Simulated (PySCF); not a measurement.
Species: C5H3N.
Cartesian coordinates in Å at the GFN2-xTB level; atoms count from 1:
```
atom  x, y, z in Å
C1    -2.3284    0.1517   -0.2065
C2    -1.0485   -0.0519   -0.3900
C3     0.1744   -0.2627   -0.5778
C4     1.4687   -0.4590   -0.7559
C5     2.4303    0.3730   -0.1606
N6     3.2277    1.0448    0.3194
H7    -3.0710   -0.4841   -0.6613
H8    -2.6822    0.9641    0.4075
H9     1.8427   -1.2700   -1.3689
```

The closed-shell SCF was solved with PySCF and density fitting under several settings on one GFN2-xTB geometry (grid level 2 and gas phase unless stated).

```csv
settings,basis functions,SCF cycles,E (Eh),HOMO (eV),LUMO (eV),dipole (D)
PBE0/pcSseg-1,117,14,-246.6395,-7.71,-2.86,4.59
PBE0/def2-SVPD,144,14,-246.4933,-7.72,-2.87,4.64
"PBE0/def2-TZVP, IEF-PCM chloroform",204,14,-246.7649,-7.57,-2.70,5.89
"PBE0/pcSseg-0, grid level 1, fitting basis def2-universal-jkfit",60,10,-246.1237,-7.78,-2.81,4.66
BLYP/pcSseg-1,117,16,-246.8816,-6.54,-3.44,4.36
```

Task: Estimate the row for these settings: PBE0/6-31++G**.

Result: 
```
      settings  basis functions  SCF cycles     E (Eh)  HOMO (eV)  LUMO (eV)  dipole (D)
PBE0/6-31++G**              126          14  -246.6766      -7.67      -2.83        4.68
```

Task: Over all rows, what range does the HOMO–LUMO gap span?

Result: From 3.10 eV (BLYP/pcSseg-1) to 4.97 eV (PBE0/pcSseg-0, grid level 1, fitting basis def2-universal-jkfit). The functional of the narrowest has no exact exchange, that of the widest 25 % exact exchange.

Task: And the dipole moment?

Result: From 4.36 D (BLYP/pcSseg-1) to 5.89 D (PBE0/def2-TZVP, IEF-PCM chloroform); the largest is 1.35 times the smallest, and the median is 4.65 D.

Task: Compare two rows with the functional PBE0: PBE0/6-31++G** and PBE0/def2-SVPD. Which energy is lower, and by how much?

Result: PBE0/6-31++G** (126 functions) lies 0.1833 Eh or 115 kcal/mol below PBE0/def2-SVPD (144 functions). The smaller set gives the lower energy; the two sets aren't nested, so the variational bound doesn't order them by size.

Cycle counts include a coarse-grid stage where the run had one. All basis functions are spherical, in the Pople sets too. The species at its GFN2-xTB geometry.
